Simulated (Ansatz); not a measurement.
BClH₂N, SMILES `N[B]Cl` radical. The species carries charge 0 and has multiplicity 2.

| atom | x (Å) | y (Å) | z (Å) |
| --- | --- | --- | --- |
| N1 | 0.0457 | 0.5971 | -0.0608 |
| B2 | 0.2304 | -0.6843 | -0.5282 |
| Cl3 | -0.2234 | -2.1264 | 0.3451 |
| H4 | 0.3194 | 1.4061 | -0.5908 |
| H5 | -0.3721 | 0.8076 | 0.8348 |

**Question.** Give the diagnostics of a CCSD(T)/def2-TZVPP run (frozen core, Ansatz). (An estimate is asked.)

**Answer.** Ansatz gave: T1 = 0.0136, largest single amplitude 0.030, largest double 0.030, (T) share of the correlation energy 4.0 %, 10 CCSD cycles. ⟨S²⟩ of the UHF reference is 0.757 against 0.75 for a pure state. T1 lies under the customary mark of 0.045 for open shells.
